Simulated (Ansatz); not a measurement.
Two shapes of singlet CH3N.

Shape 1:

```xyz
5

C    -0.0029   -0.0458   -0.6317
N     0.0249   -0.0982    0.6485
H     0.0352    0.9194    1.0597
H    -0.0159   -0.9979   -1.1867
H    -0.0394    0.8813   -1.2322
```

Shape 2:

```xyz
5

C    -0.0008   -0.0538   -0.5842
N    -0.0025   -0.0770    0.6895
H     0.0057    0.8886    1.0650
H     0.0093   -0.9926   -1.1369
H    -0.0026    0.8638   -1.1980
```

Basis set: 6-31G* (spherical functions). Correlated methods keep 2 orbitals frozen. Charge 0, multiplicity 1.

Computed with Ansatz (development build ahead of 0.2.0); each method stands on the lowest determinant of its kind that the runs found.

**Question.** Which shape is lower in energy, and by how much in each method?

**Answer.**

```
 method  E(2) − E(1) (eV)
    RHF            -0.169
RHF-MP2            -0.088
```

Shape 2 is lower.
